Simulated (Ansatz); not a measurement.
in.yaml

```yaml
crystal:
  periodic: [false, false, false]
  atoms:
    - {symbol: In, position_ang: [0.000000, -0.023850, -0.001453]}
    - {symbol: H, position_ang: [0.000000, 1.278070, -1.366249]}
    - {symbol: H, position_ang: [0.000000, 1.438771, 1.531811]}
basis:
  gaussian: {orbitals: def2-SVPD}
total_charge: -1
magnetization: {spin_polarized: false}
correlation: {method: ccsd_t, electrons: outside_noble_gas}
```

```sh
$ ansatz run in.yaml --threads 1 --pin off --events-out ev --progress --plain --max-ram 4096MiB --backend cpu
```

Problem. Roughly how long does this take on 1 thread of AMD EPYC 7R13, shared host, and how much host memory?

Solution. 0.57 s wall and 0.21 GiB.

```
584 factors; integrals over basis functions are off by at most 2.9e-4 eV
mean field evaluation 1: about -5178.6226 eV, gradient 8.8e0 eV
mean field evaluation 2: about -5178.6245 eV, gradient 8.8e0 eV
mean field evaluation 4: about -5179.0464 eV, gradient 9.4e-1 eV
mean field evaluation 8: about -5179.0572 eV, gradient 1.7e-3 eV
mean field evaluation 16: about -5179.0572 eV, gradient 4.9e-6 eV
mean field -5179.05719633 eV, -190.3268414742 hartree, gradient 4.9e-6 eV, S^2 0.000000; 0 other end points of the search recorded, 0 dependent functions left out; unrestricted orbitals would lower it
9 core orbitals not correlated: weight in the atoms' cores, before any rotation towards them, 0.998 or more for the frozen orbitals, at most 0.001 for the correlated occupied ones
reference -5179.05719633 eV, -190.3268414742 hartree; 3, 3 occupied and 36, 36 virtual orbitals, 584 factors
second order -2.08575269 eV of doubles, -0.00000000 eV of singles
cycle   1  -2.56364833 eV  change   -4.8e-1 eV  update   7.1e-2
cycle   2  -2.78635180 eV  change   -2.2e-1 eV  update   3.0e-2
cycle   3  -2.79554777 eV  change   -9.2e-3 eV  update   9.1e-3
cycle   4  -2.79637378 eV  change   -8.3e-4 eV  update   3.3e-3
cycle   5  -2.79635329 eV  change    2.0e-5 eV  update   1.1e-3
cycle   6  -2.79605370 eV  change    3.0e-4 eV  update   3.5e-4
cycle   7  -2.79614601 eV  change   -9.2e-5 eV  update   1.2e-4
cycle   8  -2.79619166 eV  change   -4.6e-5 eV  update   4.3e-5
cycle   9  -2.79617022 eV  change    2.1e-5 eV  update   1.4e-5
cycle  10  -2.79617107 eV  change   -8.5e-7 eV  update   5.3e-6
perturbative correction -0.06094721 eV, -0.0022397687 hartree
Total energy: -5181.91431462 eV, -190.4318386345 hartree
```

For the same geometry and basis full CI lies 21.5 meV lower.
